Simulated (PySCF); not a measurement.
A PySCF script (with the pyscf-properties extension) for the NMR shieldings of pentanal, C₅H₁₀O, on a PBE0-D3(BJ)/def2-TZVP geometry:

```python
import basis_set_exchange as bse
import numpy as np
from pyscf import gto, dft
from pyscf.prop import nmr

atoms = """
C    -2.346424    0.508344   -0.082232
C    -1.128038   -0.224993    0.450163
C     0.160699    0.206841   -0.229296
C     1.377539   -0.518370    0.304721
C     2.678222   -0.111795   -0.315394
O     2.802463    0.722111   -1.170201
H    -2.246636    1.588064    0.057676
H    -3.260023    0.189737    0.424255
H    -2.477693    0.326754   -1.152408
H    -1.041568   -0.058901    1.530443
H    -1.263372   -1.305250    0.321026
H     0.088177    0.040532   -1.308797
H     0.303316    1.285284   -0.108220
H     1.485233   -0.380863    1.390171
H     1.288978   -1.606574    0.176103
H     3.569752   -0.649303    0.077536
"""
names = dict.fromkeys(["C", "O", "H"], "pcSseg-2")
basis = {el: gto.basis.parse(bse.get_basis(n, elements=[el], fmt="nwchem")) for el, n in names.items()}
mol = gto.M(atom=atoms, basis=basis, charge=0, verbose=0)
mf = dft.RKS(mol, xc="GGA_XC_KT3")
mf.grids.level = 2
mf.grids.alignment = dft.numint.BLKSIZE   # the property module wants whole blocks of grid points
mf.conv_tol = 1e-9
mf.kernel()

calc = nmr.RKS(mf)   # GIAO
sigma = calc.kernel()   # uncoupled for a functional without exact exchange
for i, s in enumerate(sigma):   # ppm
    print("%2d %-2s %9.2f" % (i, mol.atom_pure_symbol(i), np.trace(s) / 3))
```

Question: What does it print?

Answer: 
```
 0 C     165.46
 1 C     153.63
 2 C     154.01
 3 C     131.34
 4 C     -12.85
 5 O    -289.91
 6 H      30.70
 7 H      30.38
 8 H      30.70
 9 H      30.34
10 H      30.32
11 H      30.09
12 H      30.05
13 H      29.14
14 H      29.11
15 H      21.34
```

These numbers come from an equivalent density-fitted implementation of the same equations, which agrees with the script to about 0.01 ppm for H and up to a few tenths of a ppm for heavy atoms, so last digits may differ.

Question: Turn these shieldings into chemical shifts. Referencing at the same level of theory: $^{13}$C (σref 183.24) and $^{1}$H (σref 31.63) vs TMS; H2O for $^{17}$O (σref 325.30).

Answer: Averaging equivalent atoms: C 4: 196.1; C 3: 51.9; C 1: 29.6; C 2: 29.2; C 0: 17.8; O 5: 615.2; H 15: 10.29; H 13/14: 2.50; H 11/12: 1.56; H 9/10: 1.30; H 6/7/8: 1.04 ppm. Unscaled 17O shifts of doubly bonded oxygen tend to come out too high, by tens of ppm or more. Experimental scales use liquid or dissolved standards, which lie at an offset from isolated H2O (liquid H2O: subtract about 36 ppm).

Size and cost of the density-fitted run: 356 basis functions, 62 s wall time on 1 thread of an Arm Neoverse V2, shared host; peak memory 1.3 GiB.
